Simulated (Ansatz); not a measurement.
**One shape, several levels: BH3 (borane)**

Aim: a comparison of 6 runs (UHF/3-21G, HF/6-31G*, UPBE/3-21G, CCSDT(Q)/3-21G, CCSDT(Q)/6-31G*, CCSD(T)/6-31G*) of BH3 (borane). 

The results are computed with Ansatz 0.2.0.

54 further runs of the same task are left out: 54 set aside as unsound or not needed.

## Step 1: Starting point

The species is BH3 (4 atoms), meant as a singlet with charge 0. SMILES: `B`. The H2–B1 distance was set to 2.387 Å, away from the relaxed value. At this shape a bond of the SMILES string is far longer than usual.

Bond lengths: B1–H3 1.193 Å, B1–H4 1.193 Å. Angles: H3–B1–H4 120.0°.

## Step 2: A single-point energy at UHF/3-21G (run 1)

Input file run.yaml:

```yaml
crystal:
  periodic: [false, false, false]
  atoms:
    - {symbol: B, position_ang: [-0.954418, -0.411907, -0.579010]}
    - {symbol: H, position_ang: [0.982200, 0.381700, 0.568800]}
    - {symbol: H, position_ang: [-1.244518, -1.568607, -0.530910]}
    - {symbol: H, position_ang: [-1.632718, 0.348093, -1.200810]}
basis:
  gaussian: {orbitals: 3-21G.json}
accuracy: high
hamiltonian: {xc: hf}
magnetization: {spin_polarized: true}
```

The basis set 3-21G is read from a file made from the Basis Set Exchange's data (not shown).

Command:

```sh
$ ansatz run run.yaml --threads 1 --pin off --max-ram 2610MiB --events-out events.jsonl --progress --plain --runs-dir runs
```

The log of the run:

```text
Warning: RAYON_NUM_THREADS=1 ignored (pool sized by the plan → 1); use --threads N
Functional definition: HF
  name "HF"
  exchange = exact_x
  correlation = 0
291 factors; integrals over basis functions are off by at most 3.4e-9 eV
mean field evaluation 1: about -708.6499 eV, gradient 8.4e0 eV
mean field evaluation 2: about -708.6405 eV, gradient 8.4e0 eV
mean field evaluation 4: about -709.4984 eV, gradient 8.0e-1 eV
mean field evaluation 8: about -709.5065 eV, gradient 1.1e-4 eV
mean field evaluation 16: about -710.4739 eV, gradient 8.2e-2 eV
mean field evaluation 32: about -710.4717 eV, gradient 2.5e-6 eV
mean field -710.47171637 eV, -26.1093540017 hartree, gradient 1.2e-8 eV, S^2 0.754263; 2 other end points of the search recorded, 0 dependent functions left out
reference -710.47171637 eV, -26.1093540017 hartree; 4, 4 occupied and 11, 11 virtual orbitals, 291 factors
Total energy: -710.47171637 eV, -26.1093540017 hartree
```

Wall time 0.1 s (1 thread of Arm Neoverse V1, shared host).

## Step 3: A single-point energy at HF/6-31G(d) (spherical functions) (run 2)

run.yaml: that of step 2 with these lines changed.

```diff
@@ -8,5 +8,5 @@
 basis:
-  gaussian: {orbitals: 3-21G.json}
+  gaussian: {orbitals: 6-31G_st_-spherical.json}
+magnetization: {spin_polarized: false}
+hamiltonian: {xc: hf}
 accuracy: high
-hamiltonian: {xc: hf}
-magnetization: {spin_polarized: true}
```

The basis set 6-31G* is read from a file made from the Basis Set Exchange's data (not shown).

Command:

```sh
$ ansatz run run.yaml --threads 1 --pin off --max-ram 2610MiB --events-out events.jsonl --progress --plain --runs-dir runs
```

The log of the run:

```text
Warning: RAYON_NUM_THREADS=1 ignored (pool sized by the plan → 1); use --threads N
[... 4 set-up lines as earlier in the session ...]
414 factors; integrals over basis functions are off by at most 2.8e-9 eV
mean field evaluation 1: about -712.5920 eV, gradient 1.3e1 eV
mean field evaluation 2: about -712.5904 eV, gradient 1.3e1 eV
mean field evaluation 4: about -713.5862 eV, gradient 1.2e0 eV
mean field evaluation 8: about -713.5962 eV, gradient 1.7e-4 eV
mean field -713.59616428 eV, -26.2241753444 hartree, gradient 8.8e-9 eV, S^2 0.000000; 0 other end points of the search recorded, 0 dependent functions left out
reference -713.59616428 eV, -26.2241753444 hartree; 4, 4 occupied and 16, 16 virtual orbitals, 414 factors
Total energy: -713.59616428 eV, -26.2241753444 hartree
```

Wall time 0.12 s (1 thread of Arm Neoverse V1, shared host).

Runs 3 to 5 aren't shown in full; the table further down has their settings and results.

## Step 4: The energy at CCSD(T)/6-31G(d) (spherical functions) (run 6)

Input file molecule.yaml:

```yaml
crystal:
  periodic: [false, false, false]
  atoms:
    - {symbol: B, position_ang: [-0.954418, -0.411907, -0.579010]}
    - {symbol: H, position_ang: [0.982200, 0.381700, 0.568800]}
    - {symbol: H, position_ang: [-1.244518, -1.568607, -0.530910]}
    - {symbol: H, position_ang: [-1.632718, 0.348093, -1.200810]}
basis:
  gaussian:
    orbitals: 6-31G_st_-spherical.json
correlation:
  method: ccsd_t
  frozen_orbitals: {B: 1, H: 0}
scf:
  omitted_lower_state_checks: [cluster_reference, increment]
accuracy: high
```

The basis set 6-31G* is read from a file made from the Basis Set Exchange's data (not shown).

Command:

```sh
$ ansatz run molecule.yaml --threads 1 --pin off --max-ram 2610MiB --events-out events.jsonl --progress --plain --runs-dir runs
```

The log of the run:

```text
Warning: RAYON_NUM_THREADS=1 ignored (pool sized by the plan → 1); use --threads N
[... 11 lines left out ...]
1 core orbitals not correlated: weight in the atoms' cores, before any rotation towards them, 1.000 or more for the frozen orbitals, at most 0.000 for the correlated occupied ones
[... 25 lines left out ...]
Total energy: -717.14059296 eV, -26.3544306960 hartree
Checks for a lower state left out: cluster_reference, increment
```

Run time: 0.18 s. Hardware: 1 thread of Arm Neoverse V1, shared host.

## Step 5: Overview of the runs

```
run                                  level  frozen core orbitals  energy (Eh)  wall time
  1                              UHF/3-21G                     –   -26.109354      0.1 s
  2        HF/6-31G* (spherical functions)                     –   -26.224175     0.12 s
  3                             UPBE/3-21G                     –   -26.256448      1.4 s
  4                         CCSDT(Q)/3-21G                     1   -26.187751     0.22 s
  5  CCSDT(Q)/6-31G* (spherical functions)                     1   -26.355172     0.42 s
  6   CCSD(T)/6-31G* (spherical functions)                     1   -26.354431     0.18 s
```

## Step 6: Results

| quantity | value |
| --- | --- |
| run 6: total energy | -26.35443 Eh |
| run 6: correlation energy (1 core orbital frozen) | -130.3 mEh |
| run 6: (T) correction | -4.59 mEh |
| run 6: T1 diagnostic | 0.037 |

What this shows: Below the HF energy at the same shape and in the same basis (6-31G*): CCSDT(Q) -131.0 mEh; CCSD(T) -130.3 mEh. In run 6 the T1 diagnostic is large, so a single reference may not serve. In runs 4, 5, 6 the log says that unrestricted orbitals would lower the reference, so the values rest on an unstable closed-shell determinant (other closed-shell runs at this shape may share the fault). Spin contamination of the reference: run 1 ⟨S²⟩ = 0.75. Where it is this large, the reference is a mixture of spin states, and values that rest on it are in doubt. All runs together took 2.5 s, the longest 1.4 s.
